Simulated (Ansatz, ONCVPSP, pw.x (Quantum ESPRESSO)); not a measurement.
**W (bcc): variants of one ONCV potential in the solid**

W, optimised norm-conserving Vanderbilt (ONCV), made with ONCVPSP 4.0.1.1 (patched build) (LDA (Perdew-Wang 92), scalar-relativistic). Core [Kr] 4d10 4f14, reference 5s2 5p6 5d4 6s2. Waves: 5s+6s: rc 1.95 bohr, ncon 4, nbas 7, qcut 7.1 1/bohr, 2 projectors; 5p: rc 1.55 bohr, ncon 3, nbas 7, qcut 9.7 1/bohr, 3 projectors, debl 0.3 Ha; 5d: rc 2.15 bohr, ncon 5, nbas 10, qcut 8 1/bohr, 2 projectors, debl 0.5 Ha. Local part: polynomial inside 1.40 bohr (lpopt 3, dvloc0 0 Ha). Core correction: Teter function fitted to the true core (icmod 2), fcfact 0.6.

In the p channel the program set the typed energies aside and used -1.594, 0.250, 0.550 Ha.

Crystal test: bcc W in pw.x 7.5, no spin, 15³ k-points, Fermi–Dirac smearing 0.01 Ry, cutoffs set for each file from its atomic test. The reference is all-electron LAPW (Ansatz 0.2.0) with the same functional, mesh and smearing; V0 and B0 come from Birch–Murnaghan fits to the pressures at five volumes. Errors are pseudo minus all-electron; Δ is the rms difference of the E(V) curves that follow from these fits, minima aligned, over ±6 % about the mean V0. Mesh and smearing are coarse, so the numbers serve the comparison and aren't converged zero-temperature values; the lattice is a test structure that the element need not adopt.

All-electron: a0 = 3.136 Å (V0 = 15.41 Å³/atom), B0 = 332.7 GPa.

1 further variants are left out: they gave no file fit for a test, a broken result, the same result as the base, or pressures whose basis-set error rivals the error shown.

```tsv
change	cutoffs (Ry)	pw.x	a0 (Å)	a0 error (%)	B0 error (%)	Δ (meV/atom)	mean pressure error (GPa)
base	85/340	converged; energies reset by the program	3.120	-0.48	+0.2	16.3	-4.76
all radii but the core radius scaled by about 0.96 (s 1.86, p 1.48, d 2.06 bohr); local potential polynomial inside 1.34 bohr (lpopt 3, dvloc0 0 Ha)	85/340	converged; energies reset by the program	3.120	-0.50	+0.2	17.0	-4.95
all radii but the core radius scaled by about 1.19 (s 2.32, p 1.84, d 2.54 bohr); local potential polynomial inside 1.66 bohr (lpopt 3, dvloc0 0 Ha)	75/300	converged; energies reset by the program	3.125	-0.35	-0.1	11.8	-3.44
all radii but the core radius scaled by about 1.31 (s 2.56, p 2.04, d 2.82 bohr); local potential polynomial inside 1.84 bohr (lpopt 3, dvloc0 0 Ha)	60/240	converged; energies reset by the program	3.124	-0.37	+0.3	12.4	-3.64
```

Give the row for: all radii but the core radius scaled by about 1.07 (s 2.10, p 1.66, d 2.30 bohr); local potential polynomial inside 1.50 bohr (lpopt 3, dvloc0 0 Ha).

pw.x: converged; energies reset by the program; mean pressure error (GPa): -4.60; a0 (Å): 3.121; a0 error (%): -0.47; B0 error (%): +0.3; Δ (meV/atom): 15.8.
